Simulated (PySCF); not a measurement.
Does the answer move with the share of exact exchange?

Species: C4H7FO.
InChI=1S/C4H7FO/c1-4(3-5)6-2/h1,3H2,2H3

Torsions of this conformer, `[CH2:1]=[C:2]([CH2:3][F:4])[O:5][CH3:6]`: C1–C2–C3–F4 -1°, C1–C2–O5–C6 -2°.

PySCF, pcSseg-1 basis, density fitting, gas phase, PBE0-D3(BJ)/def2-SVP geometry. One functional is left out:

```
functional  exact exchange (%)  HOMO energy (eV)  LUMO energy (eV)  dipole moment (D)
     B97-D                   0             -5.51             -0.08              2.236
      BLYP                   0             -5.40             -0.03              2.212
      BP86                   0             -5.65             -0.24              2.239
       LDA                   0             -5.73             -0.36              2.297
      OPBE                   0             -5.49             -0.05              2.173
       PBE                   0             -5.54             -0.15              2.210
     B3LYP                  20             -6.54              0.61              2.281
     B97-2                  21             -6.51              0.79              2.284
  mPW1PW91                  25             -6.80              0.83              2.297
 BHandHLYP                  50             -7.84              1.97              2.356
```

Predict the row of PBE0 (25 % exact exchange) by straight lines through the other rows, and check it.

```
         property   line  computed  computed − line  mPW1PW91 (25 %), for comparison
 HOMO energy (eV)  -6.72     -6.77            -0.05                            -6.80
 LUMO energy (eV)   0.89      0.85            -0.04                             0.83
dipole moment (D)  2.293     2.287           -0.006                            2.297
```

Which of these properties follows the share of exact exchange most closely, and which least?

Most closely the HOMO energy, least the dipole moment; the correlations over the tabulated rows are HOMO energy -0.993, LUMO energy 0.990, dipole moment 0.821. The HOMO energy moves by -0.465 eV for every 10 %. Functionals with the same share still differ in their other parts: at 0 % BLYP and LDA differ by 0.33 eV in it.
